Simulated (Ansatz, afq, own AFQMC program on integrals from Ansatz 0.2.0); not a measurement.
# H$_{2}$O, singlet: AFQMC among the cluster methods

```xyz
3

O     0.0000   -0.0839    0.0000
H     0.0000    0.6662   -0.9786
H     0.0000    0.6662    0.9786
```

Basis 6-31G. Only valence electrons are correlated. AFQMC by an in-house program on the Cholesky factors that Ansatz 0.2.0 writes for its CCSD(T) run. The CISD trial takes its coefficients from CCSD amplitudes. Released means that phaseless walkers are propagated on without the constraint, phases kept. Uncertainties: one standard error, sampling alone.

Determinant: RHF, the one that the program's search chose, which needn't be the lowest solution. The geometry is a point of a scan.

Full CI on the same integrals is exact in this basis and with this determinant's frozen core.

The T1 diagnostic is 0.0141, the weight of the determinant in the CISD state is 0.925 and the size of the correlated space is 8 electrons in 12 orbitals.

| level | correlation energy (eV) |
| --- | --- |
| MP2 | -4.1905 |
| CCSD | -4.4363 |
| CCSD(T) | -4.5026 |

**Question.** Estimate where AFQMC with the constraint released lies against CCSD(T) on the same integrals.

**Answer.** 0.93 ± 0.11 mEh below CCSD(T).

Reference: full CI, correlation energy -4.527 eV. The released energy is read at 2.40 1/Eh (meV from the phaseless value at times in 1/Eh: -4 ± 3 at 0.24, -6.7 ± 2.5 at 0.51, -9 ± 3 at 0.99, -10 ± 3 at 1.62, -8 ± 3 at 2.40).

```csv
level,E − E(reference) (mEh),share of correlation (%)
CCSD(T),0.90,99.46
CCSDT,0.80,99.52
CCSDT(Q),-0.05,100.03
CCSDTQ,0.04,99.98
ph-AFQMC/CISD,0.28 ± 0.13,99.83
released AFQMC,-0.03 ± 0.11,100.02
```

CCSDT and higher add their correlation energy to the determinant of the CCSD(T) run, since their own runs factorise the integrals more tightly (a shift of under 2 meV). A walk keeps the symmetry of its determinant, which the program's search chose and which needn't be the lowest solution, so a lower state of the same spin and another symmetry isn't excluded. Released energies are given only where the last usable release times agree within the noise; a slower fall can still hide under it.
